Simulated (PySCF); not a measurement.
## Working with the constants of LiH⁻

UHF-CCSD(T) constants of LiH⁻, ²Σ⁺ (doublet), unpaired electrons σ ↑ (Li aug-pcseg-1, H aug-pcseg-1; no relativity (PySCF 2.14); masses 7.0160 and 1.0078 u):

* ωe: 1132.0 cm⁻¹
* ωexe: 30.4 cm⁻¹
* Be: 6.7415 cm⁻¹
* αe: 0.288 cm⁻¹
* De to Li + H⁻: 1.94 eV

Task: What force constant and bond length do these constants imply?

Result: Reduced mass μred = 0.88124 u; k = 5.8918×10⁻⁷·μred·ωe² (u, cm⁻¹, mdyn/Å) = 0.665 mdyn/Å; Re = √(16.8576/(μred·Be)) (u, cm⁻¹, Å) = 1.685 Å.

Task: Estimate the centrifugal constant D from the Kratzer relation and find the Dunham coefficient a1.

Result: D = 4Be³/ωe² = 0.000956 cm⁻¹; a1 = −1 − αeωe/(6Be²) = -2.20.

Correlated steps freeze no core orbitals. Correlated levels converge slowly with the basis: in double zeta they bind strong bonds too weakly, by up to about 1 eV, and carry superposition errors of some tenths. For an ion De counts to the pair picked by the measured ionisation energies or electron affinities, which need not be the lowest pair at this level. The state was picked by a PBE0 search and need not be the measured ground state.
